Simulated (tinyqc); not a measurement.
Inside a calculation (part 1 of 2). Method: UKS/BP86 in the sto-3g basis, for H2O, spin multiplicity 3. Computed by tinyqc, a small Python program that keeps every step (integrals from PySCF). Settings: charge = 0, multiplicity = 3, basis = sto-3g, energy threshold = 1e-08, iteration cap = 58, orthogonalisation = canonical, start = Wolfsberg-Helmholz matrix, DIIS depth = 4, method = UKS, functional = b88,p86, grid = [10, 26]. Command: `OMP_NUM_THREADS=1 python tinyqc.py 23692 23693 out.jsonl` (the two numbers bound the seeds that draw the settings). One thread of a shared host (Intel(R) Xeon(R) Processor @ 2.60GHz), about 3 s of CPU time with the checks. Later iterations appear only in the table of the cycle.

## One-electron integrals

Geometry (angstrom):
```
atom,x,y,z
O,0.0000,0.0000,0.0000
H,0.0000,1.1230,0.8080
H,0.0000,-1.1230,0.8080
```

Basis sto-3g: exponents (1/bohr^2) and contraction coefficients of normalised primitives:
```
element,l (shell),exponent,coefficient
O,s (1),130.7093,0.1543
O,s (1),23.8089,0.5353
O,s (1),6.4436,0.4446
O,s (2),5.0332,-0.1000
O,s (2),1.1696,0.3995
O,s (2),0.3804,0.7001
O,p (3),5.0332,0.1559
O,p (3),1.1696,0.6077
O,p (3),0.3804,0.3920
H,s (1),3.4253,0.1543
H,s (1),0.6239,0.5353
H,s (1),0.1689,0.4446
```

Overlap, kinetic and nuclear-attraction integrals over the contracted functions; the nuclear repulsion is the sum of Za Zb / Rab.

nuclear repulsion = 6.355602 hartree

overlap S:
```
,1O 1s,1O 2s,1O 2px,1O 2py,1O 2pz,2H 1s,3H 1s
1O 1s,1.0000,0.2367,0.0000,0.0000,0.0000,0.0199,0.0199
1O 2s,0.2367,1.0000,0.0000,0.0000,0.0000,0.2440,0.2440
1O 2px,0.0000,0.0000,1.0000,0.0000,0.0000,0.0000,0.0000
1O 2py,0.0000,0.0000,0.0000,1.0000,0.0000,0.1911,-0.1911
1O 2pz,0.0000,0.0000,0.0000,0.0000,1.0000,0.1375,0.1375
2H 1s,0.0199,0.2440,0.0000,0.1911,0.1375,1.0000,0.0785
3H 1s,0.0199,0.2440,0.0000,-0.1911,0.1375,0.0785,1.0000
```

kinetic energy T (hartree):
```
,1O 1s,1O 2s,1O 2px,1O 2py,1O 2pz,2H 1s,3H 1s
1O 1s,29.0032,-0.1680,0.0000,0.0000,0.0000,-0.0064,-0.0064
1O 2s,-0.1680,0.8081,0.0000,0.0000,0.0000,0.0060,0.0060
1O 2px,0.0000,0.0000,2.5287,0.0000,0.0000,0.0000,0.0000
1O 2py,0.0000,0.0000,0.0000,2.5287,0.0000,0.0520,-0.0520
1O 2pz,0.0000,0.0000,0.0000,0.0000,2.5287,0.0374,0.0374
2H 1s,-0.0064,0.0060,0.0000,0.0520,0.0374,0.7600,-0.0115
3H 1s,-0.0064,0.0060,0.0000,-0.0520,0.0374,-0.0115,0.7600
```

nuclear attraction V (hartree):
```
,1O 1s,1O 2s,1O 2px,1O 2py,1O 2pz,2H 1s,3H 1s
1O 1s,-61.3835,-7.3642,0.0000,0.0000,-0.0087,-0.6330,-0.6330
1O 2s,-7.3642,-9.8164,0.0000,0.0000,-0.1090,-1.7116,-1.7116
1O 2px,0.0000,0.0000,-9.7112,0.0000,0.0000,0.0000,0.0000
1O 2py,0.0000,0.0000,0.0000,-9.7755,0.0000,-1.1547,1.1547
1O 2pz,-0.0087,-0.1090,0.0000,0.0000,-9.7445,-0.8495,-0.8495
2H 1s,-0.6330,-1.7116,0.0000,-1.1547,-0.8495,-4.5019,-0.4004
3H 1s,-0.6330,-1.7116,0.0000,1.1547,-0.8495,-0.4004,-4.5019
```

core Hamiltonian H = T + V (hartree):
```
,1O 1s,1O 2s,1O 2px,1O 2py,1O 2pz,2H 1s,3H 1s
1O 1s,-32.3803,-7.5322,0.0000,0.0000,-0.0087,-0.6393,-0.6393
1O 2s,-7.5322,-9.0083,0.0000,0.0000,-0.1090,-1.7056,-1.7056
1O 2px,0.0000,0.0000,-7.1825,0.0000,0.0000,0.0000,0.0000
1O 2py,0.0000,0.0000,0.0000,-7.2468,0.0000,-1.1027,1.1027
1O 2pz,-0.0087,-0.1090,0.0000,0.0000,-7.2158,-0.8121,-0.8121
2H 1s,-0.6393,-1.7056,0.0000,-1.1027,-0.8121,-3.7419,-0.4119
3H 1s,-0.6393,-1.7056,0.0000,1.1027,-0.8121,-0.4119,-3.7419
```

## Two-electron integrals

Functions are numbered as in S; the eight-fold symmetry (ij|kl) = (ji|kl) = (kl|ij) leaves the list below.

Two-electron integrals (ij|kl) in chemists' order, unique and non-zero (hartree):
```
i,j,k,l,(ij|kl)
1,1,1,1,4.7851
2,1,1,1,0.7414
2,1,2,1,0.1369
2,2,1,1,1.1189
2,2,2,1,0.2566
2,2,2,2,0.8172
3,1,3,1,0.0245
3,2,3,1,0.0378
3,2,3,2,0.1805
3,3,1,1,1.1158
3,3,2,1,0.2567
3,3,2,2,0.8170
3,3,3,3,0.8802
4,1,4,1,0.0245
4,2,4,1,0.0378
4,2,4,2,0.1805
4,3,4,3,0.0474
4,4,1,1,1.1158
4,4,2,1,0.2567
4,4,2,2,0.8170
4,4,3,3,0.7853
4,4,4,4,0.8802
5,1,5,1,0.0245
5,2,5,1,0.0378
5,2,5,2,0.1805
5,3,5,3,0.0474
5,4,5,4,0.0474
5,5,1,1,1.1158
5,5,2,1,0.2567
5,5,2,2,0.8170
5,5,3,3,0.7853
5,5,4,4,0.7853
5,5,5,5,0.8802
6,1,1,1,0.0630
6,1,2,1,0.0115
6,1,2,2,0.0216
6,1,3,3,0.0215
6,1,4,1,4.02e-04
6,1,4,2,0.0008
6,1,4,4,0.0216
6,1,5,1,2.89e-04
6,1,5,2,0.0006
6,1,5,4,5.48e-05
6,1,5,5,0.0216
6,1,6,1,0.0010
6,2,1,1,0.1835
6,2,2,1,0.0427
6,2,2,2,0.1547
6,2,3,3,0.1520
6,2,4,1,0.0026
6,2,4,2,0.0213
6,2,4,4,0.1573
6,2,5,1,0.0018
6,2,5,2,0.0153
6,2,5,4,0.0039
6,2,5,5,0.1547
6,2,6,1,0.0037
6,2,6,2,0.0393
6,3,3,1,0.0041
6,3,3,2,0.0252
6,3,4,3,0.0042
6,3,5,3,0.0030
6,3,6,3,0.0051
6,4,1,1,0.1184
6,4,2,1,0.0279
6,4,2,2,0.1079
6,4,3,3,0.1033
6,4,4,1,0.0055
6,4,4,2,0.0387
6,4,4,4,0.1152
6,4,5,1,0.0010
6,4,5,2,0.0098
6,4,5,4,0.0055
6,4,5,5,0.1051
6,4,6,1,0.0025
6,4,6,2,0.0334
6,4,6,4,0.0332
6,5,1,1,0.0852
6,5,2,1,0.0201
6,5,2,2,0.0777
6,5,3,3,0.0743
6,5,4,1,0.0010
6,5,4,2,0.0098
6,5,4,4,0.0769
6,5,5,1,0.0048
6,5,5,2,0.0322
6,5,5,4,0.0060
6,5,5,5,0.0817
6,5,6,1,0.0018
6,5,6,2,0.0241
6,5,6,4,0.0203
6,5,6,5,0.0197
6,6,1,1,0.3799
6,6,2,1,0.0899
6,6,2,2,0.3750
6,6,3,3,0.3625
6,6,4,1,0.0057
6,6,4,2,0.0680
6,6,4,4,0.3871
6,6,5,1,0.0041
6,6,5,2,0.0489
6,6,5,4,0.0177
6,6,5,5,0.3752
6,6,6,1,0.0078
6,6,6,2,0.1314
6,6,6,4,0.1282
6,6,6,5,0.0922
6,6,6,6,0.7746
7,1,1,1,0.0630
7,1,2,1,0.0115
7,1,2,2,0.0216
7,1,3,3,0.0215
7,1,4,1,-4.02e-04
7,1,4,2,-0.0008
7,1,4,4,0.0216
7,1,5,1,2.89e-04
7,1,5,2,0.0006
7,1,5,4,-5.48e-05
7,1,5,5,0.0216
7,1,6,1,0.0010
7,1,6,2,0.0036
7,1,6,4,0.0022
7,1,6,5,0.0017
7,1,6,6,0.0075
7,1,7,1,0.0010
7,2,1,1,0.1835
7,2,2,1,0.0427
7,2,2,2,0.1547
7,2,3,3,0.1520
7,2,4,1,-0.0026
7,2,4,2,-0.0213
7,2,4,4,0.1573
7,2,5,1,0.0018
7,2,5,2,0.0153
7,2,5,4,-0.0039
7,2,5,5,0.1547
7,2,6,1,0.0036
7,2,6,2,0.0298
7,2,6,4,0.0180
7,2,6,5,0.0177
7,2,6,6,0.0779
7,2,7,1,0.0037
7,2,7,2,0.0393
7,3,3,1,0.0041
7,3,3,2,0.0252
7,3,4,3,-0.0042
7,3,5,3,0.0030
7,3,6,3,0.0037
7,3,7,3,0.0051
7,4,1,1,-0.1184
7,4,2,1,-0.0279
7,4,2,2,-0.1079
7,4,3,3,-0.1033
7,4,4,1,0.0055
7,4,4,2,0.0387
7,4,4,4,-0.1152
7,4,5,1,-0.0010
7,4,5,2,-0.0098
7,4,5,4,0.0055
7,4,5,5,-0.1051
7,4,6,1,-0.0022
7,4,6,2,-0.0180
7,4,6,4,-0.0076
7,4,6,5,-0.0105
7,4,6,6,-0.0455
7,4,7,1,-0.0025
7,4,7,2,-0.0334
7,4,7,4,0.0332
7,5,1,1,0.0852
7,5,2,1,0.0201
7,5,2,2,0.0777
7,5,3,3,0.0743
7,5,4,1,-0.0010
7,5,4,2,-0.0098
7,5,4,4,0.0769
7,5,5,1,0.0048
7,5,5,2,0.0322
7,5,5,4,-0.0060
7,5,5,5,0.0817
7,5,6,1,0.0017
7,5,6,2,0.0177
7,5,6,4,0.0105
7,5,6,5,0.0140
7,5,6,6,0.0498
7,5,7,1,0.0018
7,5,7,2,0.0241
7,5,7,4,-0.0203
7,5,7,5,0.0197
7,6,1,1,0.0400
7,6,2,1,0.0094
7,6,2,2,0.0373
7,6,3,3,0.0365
7,6,4,4,0.0372
7,6,5,1,0.0006
7,6,5,2,0.0063
7,6,5,5,0.0383
7,6,6,1,0.0008
7,6,6,2,0.0095
7,6,6,4,0.0071
7,6,6,5,0.0066
7,6,6,6,0.0345
7,6,7,1,0.0008
7,6,7,2,0.0095
7,6,7,4,-0.0071
7,6,7,5,0.0066
7,6,7,6,0.0031
7,7,1,1,0.3799
7,7,2,1,0.0899
7,7,2,2,0.3750
7,7,3,3,0.3625
7,7,4,1,-0.0057
7,7,4,2,-0.0680
7,7,4,4,0.3871
7,7,5,1,0.0041
7,7,5,2,0.0489
7,7,5,4,-0.0177
7,7,5,5,0.3752
7,7,6,1,0.0075
7,7,6,2,0.0779
7,7,6,4,0.0455
7,7,6,5,0.0498
7,7,6,6,0.2353
7,7,7,1,0.0078
7,7,7,2,0.1314
7,7,7,4,-0.1282
7,7,7,5,0.0922
7,7,7,6,0.0345
7,7,7,7,0.7746
```

## Orthogonalisation

S = U s U^T; canonical form X = U s^(-1/2), so that X^T S X = 1. Each column of U has its largest component positive (the first on a tie).

eigenvalues of S: 0.5896  0.6877  0.8951  1.0000  1.0996  1.2338  1.4942

X:
```
,1,2,3,4,5,6,7
1O 1s,-0.4649,0.0000,0.6565,0.0000,-0.5837,0.0000,0.2740
1O 2s,0.8946,0.0000,-0.2462,0.0000,-0.2834,0.0000,0.5080
1O 2px,0.0000,0.0000,0.0000,1.0000,0.0000,0.0000,0.0000
1O 2py,0.0000,0.7890,0.0000,0.0000,0.0000,0.6808,0.0000
1O 2pz,0.3530,0.0000,0.6961,0.0000,0.6221,0.0000,0.2123
2H 1s,-0.5268,-0.6448,-0.2655,0.0000,0.2253,0.4165,0.3815
3H 1s,-0.5268,0.6448,-0.2655,0.0000,0.2253,-0.4165,0.3815
```

## Starting guess

The start is the generalised Wolfsberg-Helmholz matrix (K = 1.75) built on H; D(s) = C_occ C_occ^T for each spin.

D(alpha) at the start:
```
,1O 1s,1O 2s,1O 2px,1O 2py,1O 2pz,2H 1s,3H 1s
1O 1s,1.0450,-0.1919,0.0000,0.0000,0.0259,-0.0518,-0.0518
1O 2s,-0.1919,0.8325,0.0000,0.0000,-0.0958,0.1563,0.1563
1O 2px,0.0000,0.0000,1.0000,0.0000,0.0000,0.0000,0.0000
1O 2py,0.0000,0.0000,0.0000,1.0861,0.0000,-0.2252,0.2252
1O 2pz,0.0259,-0.0958,0.0000,0.0000,0.9608,0.0527,0.0527
2H 1s,-0.0518,0.1563,0.0000,-0.2252,0.0527,0.6242,-0.5545
3H 1s,-0.0518,0.1563,0.0000,0.2252,0.0527,-0.5545,0.6242
```

D(beta) at the start:
```
,1O 1s,1O 2s,1O 2px,1O 2py,1O 2pz,2H 1s,3H 1s
1O 1s,1.0450,-0.1919,0.0000,0.0000,0.0259,-0.0518,-0.0518
1O 2s,-0.1919,0.8325,0.0000,0.0000,-0.0958,0.1563,0.1563
1O 2px,0.0000,0.0000,0.0000,0.0000,0.0000,0.0000,0.0000
1O 2py,0.0000,0.0000,0.0000,0.8924,0.0000,0.1088,-0.1088
1O 2pz,0.0259,-0.0958,0.0000,0.0000,0.9608,0.0527,0.0527
2H 1s,-0.0518,0.1563,0.0000,0.1088,0.0527,0.0481,0.0216
3H 1s,-0.0518,0.1563,0.0000,-0.1088,0.0527,0.0216,0.0481
```

## Iteration 1: exchange-correlation on the grid

Becke grid with 10 radial and 26 angular points per atom, points of zero weight dropped. rho = sum D_ij phi_i phi_j; V_xc,ij = sum w v_xc phi_i phi_j plus the gradient terms; v_xc is d(rho eps)/d rho(s) for spin s at fixed gradient.

The 8 grid points with the largest w rho, of 778 (bohr, atomic units):
```
x,y,z,w,rho(alpha),rho(beta),eps_xc,v_xc(alpha)
0.0000,0.0000,-1.1907,0.5432,0.1703,0.1703,-0.5990,-0.7300
0.0000,1.1907,0.0000,0.5117,0.1693,0.1595,-0.5917,-0.7273
0.0000,-1.1907,0.0000,0.5117,0.1693,0.1595,-0.5917,-0.7273
0.0000,0.0000,1.1907,0.5349,0.1533,0.1533,-0.5791,-0.7073
0.0000,0.8419,-0.8419,0.4343,0.1729,0.1638,-0.5970,-0.7323
0.0000,-0.8419,-0.8419,0.4343,0.1729,0.1638,-0.5970,-0.7323
0.0000,0.8419,0.8419,0.3692,0.1630,0.1623,-0.5867,-0.7237
0.0000,-0.8419,0.8419,0.3692,0.1630,0.1623,-0.5867,-0.7237
```

electrons on the grid, sum of w rho = 9.9677

E_xc = sum of w rho eps_xc = -9.391394 hartree

V_xc(alpha) (hartree):
```
,1O 1s,1O 2s,1O 2px,1O 2py,1O 2pz,2H 1s,3H 1s
1O 1s,-3.0385,-0.4282,0.0000,0.0000,0.0013,-0.0367,-0.0367
1O 2s,-0.4282,-0.8325,0.0000,0.0000,0.0050,-0.1471,-0.1471
1O 2px,0.0000,0.0000,-0.8240,0.0000,0.0000,0.0000,0.0000
1O 2py,0.0000,0.0000,0.0000,-0.8382,0.0000,-0.1029,0.1029
1O 2pz,0.0013,0.0050,0.0000,0.0000,-0.8279,-0.0736,-0.0736
2H 1s,-0.0367,-0.1471,0.0000,-0.1029,-0.0736,-0.4568,-0.0322
3H 1s,-0.0367,-0.1471,0.0000,0.1029,-0.0736,-0.0322,-0.4568
```

V_xc(beta) (hartree):
```
,1O 1s,1O 2s,1O 2px,1O 2py,1O 2pz,2H 1s,3H 1s
1O 1s,-3.0189,-0.4133,0.0000,0.0000,0.0014,-0.0355,-0.0355
1O 2s,-0.4133,-0.7608,0.0000,0.0000,0.0055,-0.1336,-0.1336
1O 2px,0.0000,0.0000,-0.6779,0.0000,0.0000,0.0000,0.0000
1O 2py,0.0000,0.0000,0.0000,-0.7977,0.0000,-0.0931,0.0931
1O 2pz,0.0014,0.0055,0.0000,0.0000,-0.7976,-0.0667,-0.0667
2H 1s,-0.0355,-0.1336,0.0000,-0.0931,-0.0667,-0.3315,-0.0282
3H 1s,-0.0355,-0.1336,0.0000,0.0931,-0.0667,-0.0282,-0.3315
```

## Iteration 1: building the Kohn-Sham matrix

J_ij = sum D_kl (ij|kl) with D = D(alpha) + D(beta); F = H + J + V_xc; E = tr D H + tr D J / 2 + E_xc + E_nn.

Coulomb J (hartree):
```
,1O 1s,1O 2s,1O 2px,1O 2py,1O 2pz,2H 1s,3H 1s
1O 1s,17.4143,3.2844,0.0000,0.0000,-0.0033,0.2774,0.2774
1O 2s,3.2844,8.1372,0.0000,0.0000,0.0217,1.5324,1.5324
1O 2px,0.0000,0.0000,8.0509,0.0000,0.0000,0.0000,0.0000
1O 2py,0.0000,0.0000,0.0000,8.1783,0.0000,1.0726,-1.0726
1O 2pz,-0.0033,0.0217,0.0000,0.0000,8.1593,0.7772,0.7772
2H 1s,0.2774,1.5324,0.0000,1.0726,0.7772,3.9396,0.3740
3H 1s,0.2774,1.5324,0.0000,-1.0726,0.7772,0.3740,3.9396
```

F(alpha) (hartree):
```
,1O 1s,1O 2s,1O 2px,1O 2py,1O 2pz,2H 1s,3H 1s
1O 1s,-18.0045,-4.6760,0.0000,0.0000,-0.0107,-0.3986,-0.3986
1O 2s,-4.6760,-1.7037,0.0000,0.0000,-0.0823,-0.3203,-0.3203
1O 2px,0.0000,0.0000,0.0444,0.0000,0.0000,0.0000,0.0000
1O 2py,0.0000,0.0000,0.0000,0.0933,0.0000,-0.1330,0.1330
1O 2pz,-0.0107,-0.0823,0.0000,0.0000,0.1156,-0.1085,-0.1085
2H 1s,-0.3986,-0.3203,0.0000,-0.1330,-0.1085,-0.2591,-0.0701
3H 1s,-0.3986,-0.3203,0.0000,0.1330,-0.1085,-0.0701,-0.2591
```

F(beta) (hartree):
```
,1O 1s,1O 2s,1O 2px,1O 2py,1O 2pz,2H 1s,3H 1s
1O 1s,-17.9848,-4.6611,0.0000,0.0000,-0.0106,-0.3974,-0.3974
1O 2s,-4.6611,-1.6320,0.0000,0.0000,-0.0818,-0.3068,-0.3068
1O 2px,0.0000,0.0000,0.1905,0.0000,0.0000,0.0000,0.0000
1O 2py,0.0000,0.0000,0.0000,0.1338,0.0000,-0.1231,0.1231
1O 2pz,-0.0106,-0.0818,0.0000,0.0000,0.1459,-0.1017,-0.1017
2H 1s,-0.3974,-0.3068,0.0000,-0.1231,-0.1017,-0.1337,-0.0661
3H 1s,-0.3974,-0.3068,0.0000,0.1231,-0.1017,-0.0661,-0.1337
```

total energy of this density = -74.634028 hartree

## Iteration 1: diagonalisation and new density

Diagonalise F' = X^T F X, C = X C', fill 6 alpha and 4 beta electrons from the bottom; D(s) = C_occ C_occ^T. Each column has its largest component positive (the first on a tie).

F' = X^T F X (alpha) (hartree):
```
,1,2,3,4,5,6,7
1,-1.2881,0.0000,2.8282,0.0000,-2.8891,0.0000,1.7924
2,0.0000,0.1716,0.0000,0.0000,0.0000,0.1810,0.0000
3,2.8282,0.0000,-6.0488,0.0000,6.8439,0.0000,-4.2549
4,0.0000,0.0000,0.0000,0.0444,0.0000,0.0000,0.0000
5,-2.8891,0.0000,6.8439,0.0000,-7.5385,0.0000,4.8741
6,0.0000,0.1810,0.0000,0.0000,0.0000,-0.1732,0.0000
7,1.7924,0.0000,-4.2549,0.0000,4.8741,0.0000,-3.6533
```

orbital energies (alpha) (hartree): MO1 -18.0154, MO2 -0.5749, MO3 -0.2507, MO4 -0.1320, MO5 0.0444, MO6 0.1936, MO7 0.2492

coefficients C (alpha):
```
,MO1,MO2,MO3,MO4,MO5,MO6,MO7
1O 1s,0.9934,-0.2304,0.0000,-0.1496,0.0000,-0.0220,0.0000
1O 2s,0.0270,0.8452,0.0000,0.6820,0.0000,0.1382,0.0000
1O 2px,0.0000,0.0000,0.0000,0.0000,1.0000,0.0000,0.0000
1O 2py,0.0000,0.0000,0.3150,0.0000,0.0000,0.0000,0.9934
1O 2pz,0.0017,0.1167,0.0000,-0.2333,0.0000,0.9865,0.0000
2H 1s,-0.0039,0.2283,0.6369,-0.6214,0.0000,-0.3257,-0.4286
3H 1s,-0.0039,0.2283,-0.6369,-0.6214,0.0000,-0.3257,0.4286
```

F' = X^T F X (beta) (hartree):
```
,1,2,3,4,5,6,7
1,-1.1922,0.0000,2.8510,0.0000,-2.9252,0.0000,1.7746
2,0.0000,0.2776,0.0000,0.0000,0.0000,0.1354,0.0000
3,2.8510,0.0000,-6.0102,0.0000,6.8393,0.0000,-4.2808
4,0.0000,0.0000,0.0000,0.1905,0.0000,0.0000,0.0000
5,-2.9252,0.0000,6.8393,0.0000,-7.4968,0.0000,4.8851
6,0.0000,0.1354,0.0000,0.0000,0.0000,-0.1011,0.0000
7,1.7746,0.0000,-4.2808,0.0000,4.8851,0.0000,-3.5769
```

orbital energies (beta) (hartree): MO1 -17.9951, MO2 -0.5040, MO3 -0.1445, MO4 -0.0230, MO5 0.1905, MO6 0.2460, MO7 0.3211

coefficients C (beta):
```
,MO1,MO2,MO3,MO4,MO5,MO6,MO7
1O 1s,0.9936,-0.2333,0.0000,-0.1401,0.0000,-0.0384,0.0000
1O 2s,0.0263,0.8618,0.0000,0.6395,0.0000,0.2163,0.0000
1O 2px,0.0000,0.0000,0.0000,0.0000,1.0000,0.0000,0.0000
1O 2py,0.0000,0.0000,0.4073,0.0000,0.0000,0.0000,0.9592
1O 2pz,0.0017,0.1256,0.0000,-0.3695,0.0000,0.9428,0.0000
2H 1s,-0.0038,0.2099,0.5936,-0.5748,0.0000,-0.4120,-0.4868
3H 1s,-0.0038,0.2099,-0.5936,-0.5748,0.0000,-0.4120,0.4868
```

D(alpha) after iteration 1:
```
,1O 1s,1O 2s,1O 2px,1O 2py,1O 2pz,2H 1s,3H 1s
1O 1s,1.0629,-0.2729,0.0000,0.0000,-0.0120,0.0436,0.0436
1O 2s,-0.2729,1.1992,0.0000,0.0000,0.0759,-0.2759,-0.2759
1O 2px,0.0000,0.0000,1.0000,0.0000,0.0000,0.0000,0.0000
1O 2py,0.0000,0.0000,0.0000,0.0992,0.0000,0.2006,-0.2006
1O 2pz,-0.0120,0.0759,0.0000,0.0000,1.0411,-0.1497,-0.1497
2H 1s,0.0436,-0.2759,0.0000,0.2006,-0.1497,0.9499,0.1387
3H 1s,0.0436,-0.2759,0.0000,-0.2006,-0.1497,0.1387,0.9499
```

D(beta) after iteration 1:
```
,1O 1s,1O 2s,1O 2px,1O 2py,1O 2pz,2H 1s,3H 1s
1O 1s,1.0614,-0.2646,0.0000,0.0000,0.0242,0.0278,0.0278
1O 2s,-0.2646,1.1524,0.0000,0.0000,-0.1281,-0.1868,-0.1868
1O 2px,0.0000,0.0000,0.0000,0.0000,0.0000,0.0000,0.0000
1O 2py,0.0000,0.0000,0.0000,0.1659,0.0000,0.2418,-0.2418
1O 2pz,0.0242,-0.1281,0.0000,0.0000,0.1523,0.2388,0.2388
2H 1s,0.0278,-0.1868,0.0000,0.2418,0.2388,0.7268,0.0222
3H 1s,0.0278,-0.1868,0.0000,-0.2418,0.2388,0.0222,0.7268
```

## Iteration 2: exchange-correlation on the grid

As before.

The 8 grid points with the largest w rho, of 778 (bohr, atomic units):
```
x,y,z,w,rho(alpha),rho(beta),eps_xc,v_xc(alpha)
0.0000,0.0000,-1.1907,0.5432,0.1703,0.0793,-0.5592,-0.7148
0.0000,0.0000,1.1907,0.5349,0.1749,0.0622,-0.5571,-0.7148
-1.1907,0.0000,0.0000,0.5431,0.1720,0.0443,-0.5542,-0.7076
1.1907,0.0000,0.0000,0.5431,0.1720,0.0443,-0.5542,-0.7076
-0.8419,0.0000,-0.8419,0.4346,0.1702,0.0645,-0.5554,-0.7110
0.8419,0.0000,-0.8419,0.4346,0.1702,0.0645,-0.5554,-0.7110
-0.8419,0.0000,0.8419,0.4325,0.1748,0.0495,-0.5564,-0.7120
0.8419,0.0000,0.8419,0.4325,0.1748,0.0495,-0.5564,-0.7120
```

electrons on the grid, sum of w rho = 9.9560

E_xc = sum of w rho eps_xc = -8.815977 hartree

V_xc(alpha) (hartree):
```
,1O 1s,1O 2s,1O 2px,1O 2py,1O 2pz,2H 1s,3H 1s
1O 1s,-3.0308,-0.4152,0.0000,0.0000,-0.0007,-0.0357,-0.0357
1O 2s,-0.4152,-0.7767,0.0000,0.0000,-0.0095,-0.1437,-0.1437
1O 2px,0.0000,0.0000,-0.7971,0.0000,0.0000,0.0000,0.0000
1O 2py,0.0000,0.0000,0.0000,-0.7199,0.0000,-0.1011,0.1011
1O 2pz,-0.0007,-0.0095,0.0000,0.0000,-0.8033,-0.0781,-0.0781
2H 1s,-0.0357,-0.1437,0.0000,-0.1011,-0.0781,-0.5252,-0.0345
3H 1s,-0.0357,-0.1437,0.0000,0.1011,-0.0781,-0.0345,-0.5252
```

V_xc(beta) (hartree):
```
,1O 1s,1O 2s,1O 2px,1O 2py,1O 2pz,2H 1s,3H 1s
1O 1s,-2.9989,-0.3923,0.0000,0.0000,0.0021,-0.0338,-0.0338
1O 2s,-0.3923,-0.6620,0.0000,0.0000,0.0056,-0.1287,-0.1287
1O 2px,0.0000,0.0000,-0.6267,0.0000,0.0000,0.0000,0.0000
1O 2py,0.0000,0.0000,0.0000,-0.6784,0.0000,-0.0971,0.0971
1O 2pz,0.0021,0.0056,0.0000,0.0000,-0.6684,-0.0699,-0.0699
2H 1s,-0.0338,-0.1287,0.0000,-0.0971,-0.0699,-0.5025,-0.0319
3H 1s,-0.0338,-0.1287,0.0000,0.0971,-0.0699,-0.0319,-0.5025
```

## Iteration 2: building the Kohn-Sham matrix

As before.

Coulomb J (hartree):
```
,1O 1s,1O 2s,1O 2px,1O 2py,1O 2pz,2H 1s,3H 1s
1O 1s,15.9474,2.9474,0.0000,0.0000,0.0109,0.2493,0.2493
1O 2s,2.9474,7.2397,0.0000,0.0000,0.1488,1.4284,1.4284
1O 2px,0.0000,0.0000,7.2028,0.0000,0.0000,0.0000,0.0000
1O 2py,0.0000,0.0000,0.0000,7.2278,0.0000,1.0218,-1.0218
1O 2pz,0.0109,0.1488,0.0000,0.0000,7.2651,0.7663,0.7663
2H 1s,0.2493,1.4284,0.0000,1.0218,0.7663,4.1921,0.3685
3H 1s,0.2493,1.4284,0.0000,-1.0218,0.7663,0.3685,4.1921
```

F(alpha) (hartree):
```
,1O 1s,1O 2s,1O 2px,1O 2py,1O 2pz,2H 1s,3H 1s
1O 1s,-19.4636,-4.9999,0.0000,0.0000,0.0015,-0.4257,-0.4257
1O 2s,-4.9999,-2.5454,0.0000,0.0000,0.0303,-0.4208,-0.4208
1O 2px,0.0000,0.0000,-0.7768,0.0000,0.0000,0.0000,0.0000
1O 2py,0.0000,0.0000,0.0000,-0.7389,0.0000,-0.1820,0.1820
1O 2pz,0.0015,0.0303,0.0000,0.0000,-0.7539,-0.1238,-0.1238
2H 1s,-0.4257,-0.4208,0.0000,-0.1820,-0.1238,-0.0750,-0.0779
3H 1s,-0.4257,-0.4208,0.0000,0.1820,-0.1238,-0.0779,-0.0750
```

F(beta) (hartree):
```
,1O 1s,1O 2s,1O 2px,1O 2py,1O 2pz,2H 1s,3H 1s
1O 1s,-19.4318,-4.9771,0.0000,0.0000,0.0043,-0.4238,-0.4238
1O 2s,-4.9771,-2.4306,0.0000,0.0000,0.0455,-0.4058,-0.4058
1O 2px,0.0000,0.0000,-0.6064,0.0000,0.0000,0.0000,0.0000
1O 2py,0.0000,0.0000,0.0000,-0.6974,0.0000,-0.1780,0.1780
1O 2pz,0.0043,0.0455,0.0000,0.0000,-0.6191,-0.1157,-0.1157
2H 1s,-0.4238,-0.4058,0.0000,-0.1780,-0.1157,-0.0523,-0.0753
3H 1s,-0.4238,-0.4058,0.0000,0.1780,-0.1157,-0.0753,-0.0523
```

total energy of this density = -74.387428 hartree

## Iteration 2: DIIS over 2 matrices

error matrix X^T (FDS - SDF) X (alpha):
```
,1,2,3,4,5,6,7
1,0.0000,0.0000,0.0000,0.0000,0.0000,0.0000,0.0000
2,0.0000,0.0000,0.0000,0.0000,0.0000,-0.4140,0.0000
3,0.0000,0.0000,0.0000,0.0000,0.0000,0.0000,0.0000
4,0.0000,0.0000,0.0000,0.0000,0.0000,0.0000,0.0000
5,0.0000,0.0000,0.0000,0.0000,0.0000,0.0000,0.0000
6,0.0000,0.4140,0.0000,0.0000,0.0000,0.0000,0.0000
7,0.0000,0.0000,0.0000,0.0000,0.0000,0.0000,0.0000
```

B (overlaps of the stored error matrices):
```
,1,2
1,2.6613213e-01,-2.8272322e-01
2,-2.8272322e-01,9.4911427e-01
```

Minimise |sum c_i e_i|^2 with sum c_i = 1: solve [B -1; -1 0][c; lambda] = [0; -1] with B_ij = tr e_i^T e_j summed over both spins, and take F = sum c_i F_i.

DIIS coefficients: 0.6918  0.3082

extrapolated F(alpha) (hartree):
```
,1O 1s,1O 2s,1O 2px,1O 2py,1O 2pz,2H 1s,3H 1s
1O 1s,-18.4542,-4.7758,0.0000,0.0000,-0.0070,-0.4070,-0.4070
1O 2s,-4.7758,-1.9631,0.0000,0.0000,-0.0476,-0.3512,-0.3512
1O 2px,0.0000,0.0000,-0.2088,0.0000,0.0000,0.0000,0.0000
1O 2py,0.0000,0.0000,0.0000,-0.1632,0.0000,-0.1481,0.1481
1O 2pz,-0.0070,-0.0476,0.0000,0.0000,-0.1524,-0.1132,-0.1132
2H 1s,-0.4070,-0.3512,0.0000,-0.1481,-0.1132,-0.2023,-0.0725
3H 1s,-0.4070,-0.3512,0.0000,0.1481,-0.1132,-0.0725,-0.2023
```

extrapolated F(beta) (hartree):
```
,1O 1s,1O 2s,1O 2px,1O 2py,1O 2pz,2H 1s,3H 1s
1O 1s,-18.4308,-4.7585,0.0000,0.0000,-0.0060,-0.4056,-0.4056
1O 2s,-4.7585,-1.8781,0.0000,0.0000,-0.0426,-0.3373,-0.3373
1O 2px,0.0000,0.0000,-0.0552,0.0000,0.0000,0.0000,0.0000
1O 2py,0.0000,0.0000,0.0000,-0.1224,0.0000,-0.1400,0.1400
1O 2pz,-0.0060,-0.0426,0.0000,0.0000,-0.0899,-0.1060,-0.1060
2H 1s,-0.4056,-0.3373,0.0000,-0.1400,-0.1060,-0.1086,-0.0690
3H 1s,-0.4056,-0.3373,0.0000,0.1400,-0.1060,-0.0690,-0.1086
```
